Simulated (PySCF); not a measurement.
Compound: C2H6O2S.
Atom-mapped SMILES: `[CH3:1][S:2]([CH3:3])(=[O:4])=[O:5]` (hydrogens: H6, H7, H8 on C1; H9, H10, H11 on C3)

Geometry (PBE0-D3(BJ)/def2-TZVP, Å), atoms numbered from 1 in this order:
```
atom  x, y, z in Å
C1     1.3716    0.1836   -0.3703
S2    -0.2295   -0.5658   -0.4729
C3    -1.1698    0.2848    0.7638
O4    -0.1036   -1.9377   -0.0657
O5    -0.7890   -0.2412   -1.7559
H6     1.2951    1.2447   -0.6037
H7     1.9789   -0.3197   -1.1231
H8     1.7915    0.0179    0.6207
H9    -2.1660   -0.1565    0.7283
H10   -1.2203    1.3451    0.5204
H11   -0.7208    0.1190    1.7420
```

Computed with PySCF at wB97X-D/pcSseg-2, non-relativistic, on one gas-phase PBE0-D3(BJ)/def2-TZVP geometry that isn't relaxed in the solvent. The solvent is an IEF-PCM continuum (cavity from Bondi-type radii × 1.2). Only the electrostatic response of the medium enters.

Gas phase at wB97X-D/pcSseg-2: HOMO -10.44 eV, LUMO 1.87 eV, dipole 4.73 D.

Task: What does the continuum do to the energy, the frontier levels and the dipole at wB97X-D/pcSseg-2 in chloroform?

Result: 
```tsv
solvent	ε	E(solvent) − E(gas) (kcal/mol)	polarisation term (kcal/mol)	distortion of the solute (kcal/mol)	HOMO (eV)	LUMO (eV)	dipole (D)
chloroform	4.711	-8.60	-9.83	1.23	-10.44	2.28	5.71
```

The first energy column is the sum of the next two and covers electrostatics alone.

Task: Which radius a makes the point-dipole formula ΔE = −[(ε − 1)/(2ε + 1)]·μ²/a³ give the value in chloroform, with the gas-phase dipole?

Result: μ = 1.860 au and |ΔE| = 0.01371 Eh give a = 2.37 Å; the farthest nucleus lies 2.29 Å from the centroid of the nuclei. The formula assumes a rigid point dipole at the centre of a sphere.

Task: Give the dipole vector in the frame of the coordinates (D, pointing from negative to positive charge), gas and chloroform.

Result: Gas (1.43, 3.46, 2.89), solvent (1.73, 4.18, 3.49). Its length changes by +21 % and its direction by less than 1°.

wB97X-D is run here without its empirical dispersion term; that term would change no orbital, density or response property at a fixed geometry.
